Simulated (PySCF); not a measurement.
# SiH4S (SMILES [SiH3]S): levels of theory compared

Aim: a comparison of 6 runs (B3LYP/STO-6G, M06-2X/STO-6G, UPBE0/STO-6G, wB97X-V/STO-6G, MP2/STO-6G, CISD/STO-6G) of SiH4S. Input form: a Python script.

Program for the calculation: PySCF 2.14.0.

6 further runs of the same task are left out: 6 set aside as unsound or not needed.

## (1) The molecule

SiH4S has 6 atoms, charge 0, and is taken as a singlet. As SMILES, `[SiH3]S`. The Si1–H3 distance was set to 2.673 Å, away from the relaxed value. At this shape a bond of the SMILES string is far longer than usual.

Bond lengths: Si1–S2 2.137 Å, Si1–H4 1.482 Å, Si1–H5 1.485 Å, S2–H6 1.344 Å. Angles: Si1–S2–H6 94.7°, S2–Si1–H4 104.8°, S2–Si1–H5 111.6°, H4–Si1–H5 110.0°.

## (2) The energy at B3LYP/STO-6G (run 1)

run.py

```python
from pyscf import gto, dft

mol = gto.Mole()
mol.atom = '''
Si   0.998245  -0.414686  -0.591526
S    2.075345  -0.163886   1.237274
H   -1.629800  -0.074300  -0.241600
H    1.276645  -1.809586  -1.008026
H    1.467845   0.529914  -1.636626
H    1.694145   1.112014   1.416774
'''
mol.spin = 0
mol.basis = 'sto-6g'
mol.charge = 0
mol.verbose = 3
mol.max_memory = 1860
mol.build()

myscf = dft.RKS(mol, xc='b3lyp')
myscf.grids.level = 5
myscf.conv_tol = 1e-10
myscf.kernel()
if not myscf.converged:
    myscf = myscf.newton().run(myscf.mo_coeff, myscf.mo_occ)

e_final = myscf.e_tot
print('E = %.10f Eh' % e_final)
```

Started as:

```sh
OMP_NUM_THREADS=1 python run.py
```

The program printed:

```text
converged SCF energy = -687.47363860013
E = -687.4736386001 Eh
```

It took 4.5 s on 1 thread of Arm Neoverse V2, shared host; peak memory 0.21 GiB.

## (3) A single-point energy at M06-2X/STO-6G (run 2)

job.py

```python
from pyscf import gto, dft

mol = gto.M(
    atom='''
Si     0.998245    -0.414686    -0.591526
S      2.075345    -0.163886     1.237274
H     -1.629800    -0.074300    -0.241600
H      1.276645    -1.809586    -1.008026
H      1.467845     0.529914    -1.636626
H      1.694145     1.112014     1.416774
''',
    basis='sto-6g',
    max_memory=1860,
    verbose=4,
    spin=0,
)

calc0 = dft.RKS(mol)
calc0.xc = 'm06-2x'
calc0.grids.level = 5
calc0.conv_tol = 1e-10
calc0.kernel()
if not calc0.converged:
    calc0 = calc0.newton().run(calc0.mo_coeff, calc0.mo_occ)

etot = calc0.e_tot
print('E = %.10f Eh' % etot)
```

Started as:

```sh
OMP_NUM_THREADS=1 python job.py
```

The program printed:

```text
PySCF version 2.14.0

[... 73 lines left out ...]
converged SCF energy = -687.360951289866
E = -687.3609512899 Eh
```

Wall time 4.8 s (1 thread of Arm Neoverse V2, shared host); peak memory 0.21 GiB.

Runs 3 to 5 aren't shown in full; the table further down has their settings and results.

## (4) The energy at CISD/STO-6G (run 6)

run.py

```python
from pyscf import gto, scf, ci

mol = gto.M(
    atom='''
Si   0.998245  -0.414686  -0.591526
S    2.075345  -0.163886   1.237274
H   -1.629800  -0.074300  -0.241600
H    1.276645  -1.809586  -1.008026
H    1.467845   0.529914  -1.636626
H    1.694145   1.112014   1.416774
''',
    verbose=4,
    spin=0,
    basis='sto-6g',
    max_memory=1860,
)

mf = scf.RHF(mol)
mf.conv_tol = 1e-10
mf.kernel()
if not mf.converged:
    mf = mf.newton().run(mf.mo_coeff, mf.mo_occ)

cisd = ci.CISD(mf, frozen=10)
cisd.kernel()
e_final = cisd.e_tot
print(f'total energy: {e_final:.8f} hartree')
```

Started as:

```sh
OMP_NUM_THREADS=1 python run.py
```

The program printed:

```text
PySCF version 2.14.0

[... 60 lines left out ...]
converged SCF energy = -686.155857920848
[... 1 line left out ...]
******** <class 'pyscf.ci.cisd.RCISD'> ********
CISD nocc = 7, nmo = 12
frozen orbitals 10
max_cycle = 50
direct = 0
conv_tol = 1e-09
max_cycle = 50
max_space = 12
lindep = 0
nroots = 1
Init t2, MP2 energy = -0.113781741434791
RCISD converged
E(RCISD) = -686.3174332594922  E_corr = -0.1615753386438077
total energy: -686.31743326 hartree
```

It took 0.82 s on 1 thread of Arm Neoverse V2, shared host; peak memory 0.1 GiB.

## (5) All runs side by side

```
run           level  follow instability  nlc grid  energy (Eh)  dipole moment (D) of the reference  HOMO energy (eV)  LUMO energy (eV)  wall time
  1    B3LYP/STO-6G                   –         –  -687.473639                                1.29             -3.36              0.27      4.5 s
  2   M06-2X/STO-6G                   –         –  -687.360951                                1.06             -4.45              1.31      4.8 s
  3    UPBE0/STO-6G                 yes         –  -687.211259                                0.80             -3.08              1.08       30 s
  4  wB97X-V/STO-6G                   –         1  -687.341470                                1.15             -5.61              2.46       26 s
  5      MP2/STO-6G                   –         –  -686.269640                                1.27             -5.51              3.70     0.88 s
  6     CISD/STO-6G                   –         –  -686.317433                                1.27             -5.51              3.70     0.82 s
```

## (6) Results

| quantity | value |
| --- | --- |
| run 6: total energy | -686.31743 Eh |
| run 6: dipole moment (Hartree–Fock density) | 1.27 D |
| run 6: HOMO energy (Hartree–Fock orbitals) | -5.51 eV |
| run 6: LUMO energy (Hartree–Fock orbitals) | 3.70 eV |
| run 6: HOMO–LUMO gap (Hartree–Fock orbitals) | 9.21 eV |
| run 6: correlation energy (10 core orbitals frozen) | -161.6 mEh |

What this shows: Over runs 1, 2, 3, 4 the dipole moment (its size) runs from 0.80 D (UPBE0/STO-6G) to 1.29 D (B3LYP/STO-6G). Over runs 1, 2, 3, 4 the HOMO–LUMO gap runs from 3.63 eV (B3LYP/STO-6G) to 8.07 eV (wB97X-V/STO-6G). Totals of different functionals can't be ranked against each other. In runs 1, 2, 3, 4, 5, 6 the basis is minimal, so the values are rough. In runs 1, 2, 4, 5, 6 a closed-shell determinant meets a far-stretched bond, which it describes badly. Spin contamination of the reference: run 3 ⟨S²⟩ = 0.69. Where it is this large, the reference is a mixture of spin states, and values that rest on it are in doubt. All runs together took 67 s, the longest 30 s.
